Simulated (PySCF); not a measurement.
## Dipole moment and polarisability of `F[PH](F)(F)F`

Species: F4HP.
Structure used (PBE0-D3(BJ)/def2-SVP), in Å, numbered top down from 1:
```xyz
6
F4HP angstrom
F      1.456    0.517   -0.232
P     -0.033   -0.019   -0.001
F     -0.599    1.387   -0.471
F      0.308   -0.254    1.532
F      0.232   -1.161   -1.073
H     -1.339   -0.499    0.201
```

Level: PBE0/def2-SVPD (PySCF), static field, nuclei fixed, core orbitals frozen in the response. The polarisability tensor in these axes (au):

```
x   27.36  0.10 -0.04
y    0.10 27.13  0.02
z   -0.04  0.02 27.16
```

**Question.** What are the eigenvalues, a third of the trace, and Δα (Δα² = ½Σ(αi − αj)² over the three pairs)?

**Answer.** Principal values 27.07, 27.17 and 27.40 au; mean 27.21 au = 4.03 Å³ = 4.49 × 10⁻⁴⁰ C²·m²/J; Δα = 0.30 au (1 % of the mean).

**Question.** What is the dipole moment, and where does it point?

**Answer.** (-1.44, -0.53, 0.23) D, 1.55 D in size, pointing from the negative to the positive side. Measured along this direction, the outermost atoms are F1 at the negative end and H6 at the positive end.

**Question.** Find the Langevin capture rate constant for H3+ (3.023 u) meeting this molecule (107.975 u), k = 2.342 × 10⁻⁹ cm³/s × √(α in Å³ / reduced mass in u).

**Answer.** The reduced mass is 2.94 u, so k = 2.74 × 10⁻⁹ cm³/s. The formula leaves out the permanent dipole, which adds to the capture rate.

**Question.** Traceless (Buckingham) quadrupole moment about the centre of nuclear charge: eigenvalues?

**Answer.** -0.67, -0.55, 1.22 D·Å. The values depend on the origin, since the dipole doesn't vanish. The electronic extent ⟨r²⟩ about the same centre is 396 bohr², a root-mean-square distance of 1.46 Å for the 52 electrons.

**Question.** How large is μ²/3kT at 500 K beside α?

**Answer.** In Gaussian units μ²/3kT = 11.56 Å³ against 4.03 Å³, a ratio of 2.87; the Debye molar polarisation (4π/3)N_A(α + μ²/3kT) is 39.3 cm³/mol, leaving out the vibrational part.

**Question.** Molar refractivity from α?

**Answer.** Lorentz–Lorenz: R = (4π/3)N_A α = 2.5225 cm³/(mol·Å³) × 4.03 Å³ = 10.2 cm³/mol, in the limit of long wavelengths.

Isolated species at its PBE0-D3(BJ)/def2-SVP geometry, gas phase.

The run behind these numbers computed excited states and ΔSCF ions as well. Time: 16 s; peak memory 0.55 GiB. Hardware: one thread, Arm Neoverse V1 (aarch64) (shared host).
